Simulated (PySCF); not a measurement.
Gas-phase reaction: 2 Si + H₂ + F₂ → 2 SiHF

Computed with PySCF and rigid-rotor harmonic-oscillator thermochemistry at 1 bar. † marks an energy on the PBE0/def2-TZVP geometry and frequencies; other levels use their own. MP2 and CCSD(T) freeze the core. Open shells (unrestricted): Si (multiplicity 3, electronic degeneracy 9); the rest are closed-shell singlets. Spin-orbit splitting is ignored; it lowers the true energy and changes the entropy of Si. B3LYP is the form with VWN-RPA correlation. SiHF: computed as isolated molecules; such fragments, hydroxides, amides, oligomers or adducts are transient or little studied in the gas. MP2 isn't extrapolated to the basis-set limit; its ΔH°(298 K) is -1137.2 kJ in def2-SVP and -1213.3 kJ in def2-TZVPP. CCSD(T) isn't extrapolated to the basis-set limit; its ΔH°(298 K) is -1107.3 kJ in def2-SVP and -1181.2 kJ in def2-TZVPP. The harmonic model lacks anharmonicity and excited electronic states, which grow with temperature; levels with a mode under 35 cm⁻¹ are left out.

| level | ΔE electronic, kJ | ΔH°(298 K), kJ | ΔS°(298 K), J/K | ΔG°(1200 K), kJ |
|---|---|---|---|---|
| B3LYP/def2-TZVP† | -1198 | -1196 | -192 | -955 |
| BLYP/def2-TZVP† | -1172 | -1170 | -192 | -928 |
| CCSD(T)/def2-SVP† | -1109 | -1107 | -192 | -866 |
| MP2/def2-SVP† | -1139 | -1137 | -192 | -896 |
| PBE/def2-TZVP† | -1168 | -1166 | -192 | -925 |
| PBE0/def2-TZVP | -1184 | -1182 | -192 | -940 |
ΔH° is lowest at B3LYP/def2-TZVP† and highest at CCSD(T)/def2-SVP†. No reference value is set beside these.
